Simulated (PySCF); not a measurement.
Compound: C₃H₆NO (doublet state).
Atom-mapped SMILES: `[H]/[N:5]=[C:4]/[O:3][CH2:2][CH3:1]` (hydrogens: H6, H7, H8 on C1; H9, H10 on C2; H11 on N5)

Structure used (GFN2-xTB), in Å, numbered top down from 1:
```
atom  x, y, z in Å
C1    -1.1329   -0.7076   -0.1707
C2    -0.6377    0.6916    0.1437
O3     0.4846    1.0574   -0.7116
C4     1.6504    0.5732   -0.4859
N5     2.0657   -0.2067    0.3981
H6    -0.3401   -1.4297    0.0107
H7    -1.9806   -0.9476    0.4659
H8    -1.4414   -0.7761   -1.2114
H9    -0.3059    0.7626    1.1834
H10   -1.3991    1.4453   -0.0629
H11    3.0424   -0.4598    0.4148
```

The hyperfine couplings belong to this conformer and change with its torsions.

Computed with PySCF, UKS B3LYP, pcH-1 on C H N O, non-relativistic, mean-field spin-orbit, GIAO. One conformer (not necessarily the lowest) at the GFN2-xTB geometry, without solvent, vibrations or thermal averaging. Couplings are sensitive to structure, and on GFN2-xTB geometries they can be far from those on DFT ones. Stability of the SCF solution: not tested.

**Question.** The isotropic 13C couplings are +407.9, +36.5 MHz. Assign them to C2; C4.

**Answer.** 
```csv
site,a_iso (MHz),ρ(0) (bohr⁻³),position,distance from C4 (Å),spin population,largest |T| (MHz)
C2,+36.5,+0.0325,2 bonds from C4,2.38,+0.08,16.4
C4,+407.9,+0.3628,largest spin population,0.00,+0.73,111.9
```

**Question.** The isotropic 1H couplings, averaged over equivalent nuclei, are +76.9, +5.2, -3.5 MHz. Assign them to H6/H7/H8; H9/H10; H11.

**Answer.** 
| site | a_iso (MHz) | ρ(0) (bohr⁻³) | position | distance from C4 (Å) | bound to | spin population there | largest \|T\| (MHz) |
| --- | --- | --- | --- | --- | --- | --- | --- |
| H6/H7/H8 | +5.2 | +0.0012 | 4 bonds from C4 | 3.46 | C1 | 0.00 | 3.0 |
| H9/H10 | -3.5 | -0.0008 | 3 bonds from C4 | 2.89 | C2 | +0.08 | 5.8 |
| H11 | +76.9 | +0.0172 | 2 bonds from C4, on N5 of spin population +0.18 | 1.95 | N5 | +0.18 | 28.0 |

ρ(0) is the spin density at the nucleus and T the dipolar tensor; entries for several nuclei are means. The Mulliken spin populations are largest on C4 (+0.73), N5 (+0.18) and C2 (+0.08).

Class means assume fast exchange of nuclei equivalent by connectivity; if that motion is slow, each nucleus keeps its own coupling. The three 1H nuclei of mean +5.2 MHz run from 1.0 to 11.5 MHz in the frozen geometry.
